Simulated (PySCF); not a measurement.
SMILES S (H₂S) at its B3LYP/def2-SVP optimised geometry (Å):

```
3

S     -0.6510    -0.6758     0.0000
H      0.7014    -0.6758     0.0000
H     -0.7014     0.6758     0.0000
```

Calculation: B3LYP/def2-TZVP (PySCF). Cells within 0.4 Å of a nucleus heavier than hydrogen are left out (blank, or x).

Map of the Laplacian of the electron density (e/bohr⁵), clipped to [-1.50, 1.50] on the plane z = 0.0 Å:

```
|5555555555555555555555555|
|5555555555555555555555555|
|5555555555555555555555555|
|5555555555555555555555555|
|5555555555555555555555555|
|5555555555555555555555555|
|5555555555555555555555555|
|5555555555555555555555555|
|5555555555555555555555555|
|5555555540155555555555555|
|5555555540255555555555555|
|5555555543355555555555555|
|5555555543345555555555555|
|5555555499984445555555555|
|55555556xxx94310555555555|
|55555546xxx93300455555555|
|555555449xx94444555555555|
|5555555447755555555555555|
|5555555544455555555555555|
|5555555555555555555555555|
|5555555555555555555555555|
|5555555555555555555555555|
|5555555555555555555555555|
|5555555555555555555555555|
|5555555555555555555555555|
```
Scale: ten equal steps from -1.50 (start of '0') to 1.50 (end of '9'), in the order '0123456789'; x runs from -3.00 to 3.00, y from -3.00 (bottom) to 3.00 (top).
